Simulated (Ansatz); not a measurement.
A calculation on hcp Hf returned lattice constant a 3.189 Å, lattice parameter c 5.050 Å.

For reference: lattice constant a 3.194 Å (measured, 293 K, not corrected to a static lattice, our sources range from 3.194 to 3.200; as tabulated in Wikipedia's data pages); lattice parameter c 5.051 Å (measured, 293 K, no zero-point or thermal correction; as tabulated in Wikipedia's data pages).

Task: Which level of theory produced these numbers?
A. PBEsol+SOC (Ansatz, a first-principles code)
B. PBE-D4 (Ansatz)
C. LDA (Ansatz)
D. Hartree–Fock (Ansatz)

Result: B, PBE-D4 (Ansatz)

The others give: PBEsol+SOC 3.155 Å, 4.998 Å; Hartree–Fock 3.341 Å, 5.223 Å; LDA 3.119 Å, 4.945 Å.

Unless a cell is named, each level is at its own relaxed cell (Hartree–Fock 25.24, LDA 20.83, PBE-D4 22.23, PBEsol+SOC 21.54 Å³/atom).

Ansatz's density-functional and Hartree–Fock values are scalar-relativistic unless marked +SOC, with PAW data made under PBE.
